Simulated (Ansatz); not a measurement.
# BSiNH (doublet): the correlation ladder at a displaced geometry (v1), cc-pVDZ

How much of the correlation energy of BSiNH (doublet) does each wave-function method recover here?

Program: Ansatz 0.2.0, Gaussian basis. Level of theory: cc-pVDZ, core rule «outside noble gas», up to 7 orbitals frozen. These are calculated values, not measurements.

To be run: UHF; CCSD(T) on ROHF; CCSD(T) on UHF; BCCD(T) on ROHF; CISD; CCSDT(Q) on ROHF; CCSDT(Q) on UHF; CASSCF and MRCISD+Q, 9 electrons in 9 orbitals; CASSCF and NEVPT2, 9 electrons in 9 orbitals.

22 further runs of the same task are left out: 10 that didn't finish, 12 set aside as unsound or not needed.

## Step 1: What is computed

The geometry is a PBE0/def2-TZVP stationary point (not a proven minimum) with its atoms shifted at random (size 0.040 Å).

4 atoms, charge 0, spin multiplicity 2.

Atoms are counted from 1 here; the program's logs count them from 0.

Bond lengths: B1–N2 1.270 Å, N2–Si3 1.751 Å, Si3–H4 1.470 Å. Angles: B1–N2–Si3 174.3°, N2–Si3–H4 97.7°.

## Step 2: UHF

Contents of in.yaml:

```yaml
crystal:
  periodic: [false, false, false]
  atoms:
    - {symbol: B, position_ang: [-0.023296, -0.001811, 1.962411]}
    - {symbol: N, position_ang: [-0.024130, 0.040491, 0.693494]}
    - {symbol: Si, position_ang: [0.023834, -0.068614, -1.053087]}
    - {symbol: H, position_ang: [-0.078942, 1.368618, -1.342049]}
basis:
  gaussian: {orbitals: cc-pVDZ}
magnetization: {spin_polarized: true, initial_magnetization: 1}
hamiltonian: {xc: hf}
output: {orbitals: {seedname: orbitals}}
```

The run is started by

```
ansatz run in.yaml --threads 1 --pin off --events-out ev --progress --plain --max-ram 2393MiB
```

Further steps of the session: CCSD(T) on ROHF; CCSD(T) on UHF; BCCD(T) on ROHF; CISD; CCSDT(Q) on ROHF; CCSDT(Q) on UHF; CASSCF and MRCISD+Q, 9 electrons in 9 orbitals; CASSCF and NEVPT2, 9 electrons in 9 orbitals.

Q: Predict the results of all the runs planned. Wanted: UCCSDT(Q) below the RHF energy; RMP2 from UCCSDT(Q); UMP2 from UCCSDT(Q); RCCSD from UCCSDT(Q); RCCSD(T) from UCCSDT(Q); UCCSD(T) from UCCSDT(Q); RCCSDT(Q) from UCCSDT(Q); MRCISD+Q frontier from UCCSDT(Q); T1 diagnostic.

The runs gave:

| quantity | value |
| --- | --- |
| UCCSDT(Q) below the RHF energy | -9.1917 eV |
| RMP2 from UCCSDT(Q) | +111.9 kJ/mol |
| UMP2 from UCCSDT(Q) | +116.1 kJ/mol |
| RCCSD from UCCSDT(Q) | +42.6 kJ/mol |
| RCCSD(T) from UCCSDT(Q) | +6.6 kJ/mol |
| UCCSD(T) from UCCSDT(Q) | +7.3 kJ/mol |
| RCCSDT(Q) from UCCSDT(Q) | +0.5 kJ/mol |
| MRCISD+Q frontier from UCCSDT(Q) | +9.8 kJ/mol |
| levels within 1 kcal/mol (43 meV) | RCCSDT, UCCSDT, RCCSDT(Q) |
| T1 diagnostic | 0.028 |

**Reading.** RCCSD(T) lands +6.6 kJ/mol from the yardstick (0.7 % of the correlation energy). Coupled cluster took another determinant than the lowest Hartree-Fock one. These misses are within one basis, not against nature; the frozen cores of restricted and unrestricted runs differ, which can shift their rows.
